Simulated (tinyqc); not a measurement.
Worked calculation: UHF in the sto-3g basis, for OH-, spin multiplicity 1. The basis has no diffuse functions, so it cannot describe the extra electron: this is an exercise in the method, not the real anion. This run ends on a higher stationary point, not on the lowest solution. One step of it, computed by the program tinyqc.

Question. Iteration 1: diagonalisation and new density. A level shift of 0.5 hartree raises the virtual space: F + shift (S - S D(s) S), with D(s) the density of one spin. Diagonalise F' = X^T F X, C = X C', fill 5 alpha and 5 beta electrons from the bottom; D(s) = C_occ C_occ^T; the new density keeps 0.2 of the old one (damping). Each column has its largest component positive (the first on a tie).

F(alpha) (hartree), lower triangle:
```
             1O 1s      1O 2s     1O 2px     1O 2py     1O 2pz     2H 1s
1O 1s   -18.589034
1O 2s    -4.805392  -1.330129
1O 2px    0.000167   0.000138   0.727311
1O 2py    0.000267   0.000220   0.043875   0.769809
1O 2pz   -0.002467  -0.034847  -0.000517  -0.000825   0.685520
2H 1s    -0.124841  -0.091011  -0.050465  -0.080513  -0.043171  0.106265
```

F(beta) (hartree), lower triangle:
```
             1O 1s      1O 2s    1O 2px    1O 2py     1O 2pz     2H 1s
1O 1s   -18.589034
1O 2s    -4.805392  -1.330129
1O 2px   -0.000167  -0.000138  0.727311
1O 2py   -0.000267  -0.000220  0.043875  0.769809
1O 2pz   -0.002467  -0.034847  0.000517  0.000825   0.685520
2H 1s    -0.124841  -0.091011  0.050465  0.080513  -0.043171  0.106265
```

X, lower triangle:
```
            1O 1s      1O 2s    1O 2px    1O 2py     1O 2pz     2H 1s
1O 1s    1.021973
1O 2s   -0.123112   1.025094
1O 2px   0.000000   0.000000  1.000000
1O 2py   0.000000   0.000000  0.000000  1.000000
1O 2pz  -0.000447   0.003371  0.000000  0.000000   1.003570
2H 1s    0.005199  -0.046062  0.000000  0.000000  -0.049007  1.006635
```

D(alpha) at the start, lower triangle:
```
            1O 1s      1O 2s     1O 2px     1O 2py     1O 2pz     2H 1s
1O 1s    1.059547
1O 2s   -0.251780   1.064648
1O 2px   0.001685  -0.012164   0.957227
1O 2py   0.002689  -0.019407  -0.068241   0.891127
1O 2pz  -0.001148   0.006071  -0.010827  -0.017274   1.006825
2H 1s    0.008676  -0.039802   0.191945   0.306233  -0.050085  0.156510
```

D(beta) at the start, lower triangle:
```
            1O 1s      1O 2s     1O 2px     1O 2py     1O 2pz     2H 1s
1O 1s    1.059547
1O 2s   -0.251780   1.064648
1O 2px  -0.001685   0.012164   0.957227
1O 2py  -0.002689   0.019407  -0.068241   0.891127
1O 2pz  -0.001148   0.006071   0.010827   0.017274   1.006825
2H 1s    0.008676  -0.039802  -0.191945  -0.306233  -0.050085  0.156510
```

overlap S, lower triangle:
```
           1O 1s     1O 2s    1O 2px    1O 2py    1O 2pz     2H 1s
1O 1s   1.000000
1O 2s   0.236704  1.000000
1O 2px  0.000000  0.000000  1.000000
1O 2py  0.000000  0.000000  0.000000  1.000000
1O 2pz  0.000000  0.000000  0.000000  0.000000  1.000000
2H 1s   0.005997  0.088958  0.000000  0.000000  0.096941  1.000000
```

Give: F' = X^T F X; orbital energies; coefficients C; F' = X^T F X; orbital energies; coefficients C; D(alpha) after iteration 1; D(beta) after iteration 1.

Answer.

F' = X^T F X (alpha) (hartree), lower triangle:
```
          1        2        3        4        5       6
1  -18.2271
2   -2.5954  -0.4593
3   -0.0003   0.0041   0.7487
4   -0.0004   0.0065   0.0780   0.8242
5   -0.0009  -0.0285   0.0027   0.0043   0.6947
6    0.0070  -0.0676  -0.1460  -0.2329  -0.0847  0.5436
```

orbital energies (alpha) (hartree): MO1 -18.5985, MO2 -0.0975, MO3 0.3798, MO4 0.6998, MO5 0.7047, MO6 1.0365

coefficients C (alpha):
```
            MO1      MO2      MO3      MO4      MO5      MO6
1O 1s    0.9942  -0.2636   0.0382   0.0000   0.0057  -0.0114
1O 2s    0.0233   1.0173  -0.1702   0.0000  -0.0184   0.0575
1O 2px   0.0000   0.0142   0.2506   0.8473  -0.1179   0.4530
1O 2py   0.0000   0.0226   0.3998  -0.5311  -0.1881   0.7227
1O 2pz   0.0003   0.0456   0.1676   0.0000   0.9766   0.1600
2H 1s   -0.0013   0.0753   0.8483   0.0000  -0.1658  -0.5148
```

F' = X^T F X (beta) (hartree), lower triangle:
```
          1        2        3        4        5       6
1  -18.2271
2   -2.5954  -0.4593
3    0.0003  -0.0041   0.7487
4    0.0004  -0.0065   0.0780   0.8242
5   -0.0009  -0.0285  -0.0027  -0.0043   0.6947
6    0.0070  -0.0676   0.1460   0.2329  -0.0847  0.5436
```

orbital energies (beta) (hartree): MO1 -18.5985, MO2 -0.0975, MO3 0.3798, MO4 0.6998, MO5 0.7047, MO6 1.0365

coefficients C (beta):
```
            MO1      MO2      MO3      MO4      MO5      MO6
1O 1s    0.9942  -0.2636   0.0382   0.0000   0.0057   0.0114
1O 2s    0.0233   1.0173  -0.1702   0.0000  -0.0184  -0.0575
1O 2px   0.0000  -0.0142  -0.2506   0.8473   0.1179   0.4530
1O 2py   0.0000  -0.0226  -0.3998  -0.5311   0.1881   0.7227
1O 2pz   0.0003   0.0456   0.1676   0.0000   0.9766  -0.1600
2H 1s   -0.0013   0.0753   0.8483   0.0000  -0.1658   0.5148
```

D(alpha) after iteration 1, lower triangle:
```
          1O 1s    1O 2s   1O 2px   1O 2py   1O 2pz   2H 1s
1O 1s    1.0595
1O 2s   -0.2516   1.0648
1O 2px   0.0045  -0.0233   0.8273
1O 2py   0.0071  -0.0371  -0.2755   0.5604
1O 2pz   0.0000   0.0012  -0.0601  -0.0960   0.9885
2H 1s    0.0100  -0.0598   0.2249   0.3589  -0.0231  0.6336
```

D(beta) after iteration 1, lower triangle:
```
          1O 1s    1O 2s   1O 2px   1O 2py   1O 2pz   2H 1s
1O 1s    1.0595
1O 2s   -0.2516   1.0648
1O 2px  -0.0045   0.0233   0.8273
1O 2py  -0.0071   0.0371  -0.2755   0.5604
1O 2pz   0.0000   0.0012   0.0601   0.0960   0.9885
2H 1s    0.0100  -0.0598  -0.2249  -0.3589  -0.0231  0.6336
```
